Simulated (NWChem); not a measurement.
System: methanol (CH₄O); SMILES CO

```xyz
6

C     -0.0084    -0.6395     0.0000
O     -0.0907     0.7554     0.0000
H      0.5009    -1.0491    -0.8949
H     -1.0348    -1.0359     0.0000
H      0.5009    -1.0491     0.8949
H      0.8036     1.1087     0.0000
```
Atoms are numbered in this order, from 1.

Program: NWChem. Geometry optimised at PBE0/def2-SVP; all other runs use it. 

```csv
quantity,level,value
solvation free energy (kcal/mol) in n-hexane,"PBE0/def2-SVP, SMD",-1.7
"vertical, lowest excitation, singlet (eV)","CAM-B3LYP/def2-SVPD, TDA",6.92
"vertical ionisation energy, ΔSCF (eV)",PBE/def2-SVP,10.45
"anisotropy (bohr³), static",CAM-B3LYP/def2-SVPD,2.7
dipole (D),PBE0/def2-SVP,1.64
highest harmonic frequency (cm⁻¹),PBE0/def2-SVP,3897
```
